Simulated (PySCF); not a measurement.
Method: PySCF energies plus ideal-gas RRHO corrections (1 bar). Table values come from the NASA 1993 polynomials. Open shells (unrestricted): AlF₂ (multiplicity 2). The harmonic model lacks anharmonicity and excited electronic states, which grow with temperature; levels with a mode under 35 cm⁻¹ are left out. The table's entry may be an old estimate for AlF₂ (not checked at source).

Harmonic frequencies at PBE/def2-SVP (cm⁻¹): 220, 739, 902. Point group C2v; S°(298 K) = 266.3 J/mol/K at this level.

Question: Work out Cp and S° of gaseous AlF₂ at 500, 800, 1200, 1600, 2000 K from these, and set them beside the table.

Answer: 
```csv
T (K),Cp PBE/def2-SVP,Cp table,S° PBE/def2-SVP,S° table
500,52.0,52.0,291.7,289.6
800,55.4,55.4,317.0,314.9
1200,56.9,56.8,339.8,337.7
1600,57.4,57.4,356.3,354.1
2000,57.7,57.8,369.1,367.0
```
Units J/mol/K.
